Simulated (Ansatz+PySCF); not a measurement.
Results of a calculation; reference values are marked as such.
Input for PySCF 2.14.0:

```python
from pyscf import gto, scf, mp

mol = gto.M(atom="""
C -1.199580 -0.011130 -0.000030
N 1.400710 0.129860 0.000020
H -1.426660 -0.512930 0.933060
H -1.419910 -0.591380 -0.888140
H -1.520240 1.022810 -0.045780
H 0.188930 0.126900 0.001000
H 1.570340 -0.887670 -0.000050
""", basis='cc-pvtz', charge=0, spin=2)
mf = scf.UHF(mol)
mf.kernel()
pt = mp.MP2(mf, frozen=2).run()
print(mf.e_tot, pt.e_corr, pt.e_tot)
```

The script is written out from the run's settings.

Output:

```yaml
Converged: yes
Reference_energy: -95.13145 hartree
Correlation_energy: -0.35823 hartree
Total_energy: -95.48968 hartree
Spin_squared_of_the_determinant: 2.057
```
